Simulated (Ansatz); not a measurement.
# [AlH2···H···H], doublet in 6-31G: errors against full CI

All five atoms lie in one plane.

Geometry: a point of a hydrogen-transfer path between rigid fragments, not a stationary point.

```xyz
5

Al   -0.1191    0.0000    0.0000
H    -0.9120    1.3734    0.0000
H    -0.9120   -1.3734    0.0000
H     2.1329    0.0000    0.0000
H     2.8779    0.0000    0.0000
```

Basis 6-31G; Ansatz 0.2.0. Only valence electrons are correlated (noble-gas cores frozen), which leaves 7 electrons in 16 orbitals. Prefix R: restricted or restricted open-shell reference; prefix U: unrestricted. Active spaces: pair = (3e, 3o) about the gap; valence = (7e, 8o) chosen from the atoms' valence shells.

Full CI is exact within this basis and frozen core; it isn't the basis-set limit. The frozen core follows each run's orbitals, which can shift R against U totals by a few meV.

For open shells CISD and CISDTQ are restricted-active-space CI with the open shells as a complete middle space.

The UHF ⟨S²⟩ is 0.756, the T1 diagnostic (RCCSD) is 0.0159 and the largest doubles amplitude (RCCSD) is 0.038. The T1 diagnostic (UCCSD) is 0.0123.

```tsv
level	E − E(RHF) (eV)
UHF	-0.0360
RMP2	-1.3367
UMP2	-1.3430
RCCSD	-1.9255
UCCSD	-1.9258
RCCSD(T)	-1.9441
UCCSD(T)	-1.9441
```

Task: Estimate how far full CI in 6-31G lies from RCCSD(T). The table doesn't fix it; the size of (T) and the diagnostics are the guide.

Result: Full CI in 6-31G lies 0.38 mEh below RCCSD(T), which is 55 % of the (T) step (-0.68 mEh). The diagnostics give no warning, yet the rest is a sizeable part of (T).

The other levels:

```
                   level  E − E(full CI) (mEh)  share of correlation (%)  wall time
                    CISD                  3.29                     95.42     0.36 s
                 BCCD(T)                  0.37                     99.48     0.42 s
                  RCCSDT                  0.02                     99.97          –
                  UCCSDT                  0.02                     99.98          –
                  CISDTQ                  0.06                     99.92      1.1 s
               RCCSDT(Q)                  0.01                     99.99      1.9 s
               UCCSDT(Q)                  0.00                    100.00      1.7 s
                 RCCSDTQ                  0.00                    100.00        9 s
                 UCCSDTQ                 -0.01                    100.01        9 s
     CASSCF (pair space)                 52.76                     26.54          –
     NEVPT2 (pair space)                 17.94                     75.03     0.21 s
  CASSCF (valence space)                 17.65                     75.43          –
  NEVPT2 (valence space)                  6.34                     91.17      2.1 s
  MRCISD (valence space)                  0.57                     99.21          –
MRCISD+Q (valence space)                  0.36                     99.50      2.8 s
```

The correlation energy at full CI, counted from RHF, is -1.954 eV. That run took 2.1 s on 1 thread of Arm Neoverse V2, shared host over 272,520 determinants.

Times hold each run's SCF and search for its determinant on a shared host, so for small cases they say little of a method's own cost; they ran on 1 thread of Arm Neoverse V2.

The full-CI state has the irrep A1 of C2v, in the program's axes.

Natural occupations of full CI about the gap: 1.972 1.966 1.960 0.994 0.031 0.022 0.021 0.013 0.005 0.005; effectively unpaired electrons, Σ n²(2−n)², 1.02.
